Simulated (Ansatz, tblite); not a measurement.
# B₃PH₁₀: a ladder of methods and basis sets

Aim: run the singlet of B₃PH₁₀ at one geometry on many levels, and compare frontier levels, spin and run time.

Computed with Ansatz 0.2.0, Gaussian basis. Level: as each input shows.

Plan: GFN1-xTB, GFN2-xTB, PBE-D4/def2-TZVP, r2SCAN-D4/def2-TZVP, ωB97X-V/def2-TZVP, r2SCANh-D4/def2-TZVP, LC-ωPBE/def2-TZVP, B3LYP-D4/def2-TZVP, PBE-QIDH/def2-TZVP, r2SCAN0-D4/def2-TZVP, LDA/def2-TZVP, PBE-D4/def2-SVP, PBE0-D4/def2-SVP, CCSD(T)/def2-TZVPP, MP2/def2-TZVP, RPA/def2-TZVP.

### 1 The structure

The geometry is that of the singlet, from an earlier relaxation (B3LYP-D4/def2-SVP).

14 atoms, charge 0, spin multiplicity 1.

Bond lengths: B1–B2 1.759 Å, B1–H3 1.355 Å, B1–B4 1.848 Å, B1–H7 1.206 Å, B1–H8 1.212 Å, B2–H3 1.305 Å, B2–B4 1.848 Å, B2–H9 1.205 Å, B2–H10 1.219 Å, B4–P5 1.946 Å, B4–H6 1.218 Å, B4–H11 1.209 Å, P5–H12 1.412 Å, P5–H13 1.413 Å, P5–H14 1.418 Å. Angles: B2–B1–H3 47.4°, B2–B1–B4 61.6°, B2–B1–H7 118.2°, B2–B1–H8 122.0°, H3–B1–B4 108.6°, H3–B1–H7 105.7°, H3–B1–H8 103.1°, B4–B1–H7 113.1°, B4–B1–H8 107.8°, H7–B1–H8 117.7°, B1–B2–H3 49.8°, B1–B2–B4 61.6°, B1–B2–H9 119.6°, B1–B2–H10 122.5°, H3–B2–B4 111.0°, H3–B2–H9 106.9°, H3–B2–H10 102.9°, B4–B2–H9 112.1° and more.

PBE0-D4/def2-TZVP was run before; its log isn't repeated, and its numbers join the tables.

### 2 GFN1-xTB

Tight binding, by tblite at 300 K electronic temperature and without a spin-polarisation term:

```python
tblite.interface.Calculator('GFN1-xTB', numbers, positions, charge=0, uhf=0).singlepoint()
```

Energy -329.6737 eV, HOMO -11.40 eV, LUMO -5.92 eV; 0.006 s.

### 3 GFN2-xTB

Tight binding, by tblite at 300 K electronic temperature and without a spin-polarisation term:

```python
tblite.interface.Calculator('GFN2-xTB', numbers, positions, charge=0, uhf=0).singlepoint()
```

Energy -306.4740 eV, HOMO -9.59 eV, LUMO -5.47 eV; 0.003 s.

### 4 PBE-D4/def2-TZVP

start.molden holds the orbitals of an earlier run on this state, given as this run's starting guess.

Input file in.yaml:

```yaml
crystal:
  periodic: [false, false, false]
  atoms:
    - {symbol: B, position_ang: [1.406686, 0.521708, -0.232723]}
    - {symbol: B, position_ang: [-0.124735, 0.997746, -0.956479]}
    - {symbol: H, position_ang: [1.060517, 0.886668, -1.491043]}
    - {symbol: B, position_ang: [-0.132787, 0.350612, 0.774450]}
    - {symbol: P, position_ang: [-0.987729, -1.382107, 0.546832]}
    - {symbol: H, position_ang: [0.757900, 0.168473, 1.585000]}
    - {symbol: H, position_ang: [2.141593, 1.389231, 0.168504]}
    - {symbol: H, position_ang: [1.873922, -0.585416, -0.387434]}
    - {symbol: H, position_ang: [-0.423116, 2.164620, -1.004824]}
    - {symbol: H, position_ang: [-0.797018, 0.233536, -1.626478]}
    - {symbol: H, position_ang: [-0.954950, 1.097004, 1.253851]}
    - {symbol: H, position_ang: [-2.291161, -1.358612, 0.004101]}
    - {symbol: H, position_ang: [-0.334686, -2.284975, -0.321764]}
    - {symbol: H, position_ang: [-1.194434, -2.198478, 1.688005]}
basis:
  gaussian: {orbitals: def2-TZVP, initial_orbitals: start.molden}
hamiltonian: {xc: pbe, dispersion: d4}
scf: {omitted_lower_state_checks: [starts]}
output: {orbitals: {seedname: orbitals}}
```

Command:

```
$ ansatz run in.yaml --threads 4 --pin off --events-out ev --progress --plain --max-ram 3916MiB
```

Further steps of the session: r2SCAN-D4/def2-TZVP; ωB97X-V/def2-TZVP; r2SCANh-D4/def2-TZVP; LC-ωPBE/def2-TZVP; B3LYP-D4/def2-TZVP; PBE-QIDH/def2-TZVP; r2SCAN0-D4/def2-TZVP; LDA/def2-TZVP; PBE-D4/def2-SVP; PBE0-D4/def2-SVP; CCSD(T)/def2-TZVPP; MP2/def2-TZVP; RPA/def2-TZVP.

**Question.** What will the summary of the whole plan be? Wanted: gap in def2-TZVP, named functionals, smallest and largest; correlation energy, CCSD(T)/def2-TZVPP; correlation energy, MP2/def2-TZVP; binding an atom, CCSD(T)/def2-TZVPP; PBE0 total energy, smallest basis above largest.

**Answer**, as computed:

| quantity | value |
| --- | --- |
| gap in def2-TZVP, named functionals, smallest and largest | 5.64 eV (LDA), 13.09 eV (LC-ωPBE) |
| correlation energy, CCSD(T)/def2-TZVPP | -17.79 eV |
| correlation energy, MP2/def2-TZVP | -14.56 eV |
| binding an atom, CCSD(T)/def2-TZVPP | 3.161 eV |
| PBE0 total energy, smallest basis above largest | 5.51 eV (def2-SVP, def2-TZVP) |

**Reading.** Orbital gaps of the named functionals in def2-TZVP span 5.64 eV (LDA) to 13.09 eV (LC-ωPBE); exact exchange widens it. The functionals in def2-TZVP miss CCSD(T)/def2-TZVPP by +0.069 (LC-ωPBE) to +0.492 eV (LDA) an atom. CCSD(T)/def2-TZVPP isn't at the basis-set limit; small misses against it rank nothing.
